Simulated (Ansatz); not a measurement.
**A cut through the energy surface**

CH4AlCl (SMILES [CH3][AlH][Cl]), singlet, at its PBE0-D4/def2-TZVP minimum:

| atom | x (Å) | y (Å) | z (Å) |
| --- | --- | --- | --- |
| C1 | -0.7122 | 0.5230 | -0.2855 |
| Al2 | 0.8571 | -0.5067 | 0.1976 |
| Cl3 | 0.6957 | -2.0081 | 1.6639 |
| H4 | -0.5388 | 1.5903 | -0.1124 |
| H5 | -1.5984 | 0.2257 | 0.2777 |
| H6 | -0.9321 | 0.4138 | -1.3525 |
| H7 | 2.2899 | -0.3060 | -0.4346 |

The dihedral angle H4–C1–Al2–Cl3 (121.4° at the minimum) is set to the values below, with the rest relaxed at PBE0-D4/def2-TZVP at each step (the four atoms are held in place, so their three bonds and two angles keep the values of the minimum). Each method's energies count from its own value at the PBE0-D4 minimum structure. Ansatz 0.2.0; basis: def2-TZVPP; cores frozen in the correlated methods. B3LYP uses VWN-RPA correlation.

```json
{"dihedral angle (°)": "-178.1", "CCSD(T) (meV)": "2", "wB97M-V (meV)": "2", "r2SCAN-D4 (meV)": "2", "PBE-D4 (meV)": "1", "PBE0-D4 (meV)": "1"}
{"dihedral angle (°)": "-164.8", "CCSD(T) (meV)": "2", "wB97M-V (meV)": "2", "r2SCAN-D4 (meV)": "1", "PBE-D4 (meV)": "1", "PBE0-D4 (meV)": "1"}
{"dihedral angle (°)": "-151.4", "CCSD(T) (meV)": "1", "wB97M-V (meV)": "1", "r2SCAN-D4 (meV)": "1", "PBE-D4 (meV)": "0", "PBE0-D4 (meV)": "1"}
{"dihedral angle (°)": "-138.1", "CCSD(T) (meV)": "0", "wB97M-V (meV)": "0", "r2SCAN-D4 (meV)": "0", "PBE-D4 (meV)": "0", "PBE0-D4 (meV)": "0"}
{"dihedral angle (°)": "-124.8", "CCSD(T) (meV)": "0", "wB97M-V (meV)": "0", "r2SCAN-D4 (meV)": "0", "PBE-D4 (meV)": "0", "PBE0-D4 (meV)": "0"}
{"dihedral angle (°)": "128.6", "CCSD(T) (meV)": "0", "wB97M-V (meV)": "0", "r2SCAN-D4 (meV)": "0", "PBE-D4 (meV)": "0", "PBE0-D4 (meV)": "0"}
{"dihedral angle (°)": "141.9", "CCSD(T) (meV)": "1", "wB97M-V (meV)": "1", "r2SCAN-D4 (meV)": "0", "PBE-D4 (meV)": "0", "PBE0-D4 (meV)": "0"}
{"dihedral angle (°)": "155.2", "CCSD(T) (meV)": "1", "wB97M-V (meV)": "1", "r2SCAN-D4 (meV)": "1", "PBE-D4 (meV)": "1", "PBE0-D4 (meV)": "1"}
{"dihedral angle (°)": "168.6", "CCSD(T) (meV)": "2", "wB97M-V (meV)": "2", "r2SCAN-D4 (meV)": "2", "PBE-D4 (meV)": "1", "PBE0-D4 (meV)": "1"}
```

Largest difference from the CCSD(T) curve over the scan: B3LYP-D4 1; HF 1; MP2 0 meV. Each curve counts from its own value at the minimum.

The T1 diagnostic stays at or below 0.009.

For scale, one of the runs: CCSD(T)/def2-TZVPP, 171 basis functions (an equivalent command: `ansatz run in.yaml --threads 2`). The run took 25 s on 2 CPU threads (shared host), with 1.3 GiB of host memory at its peak.
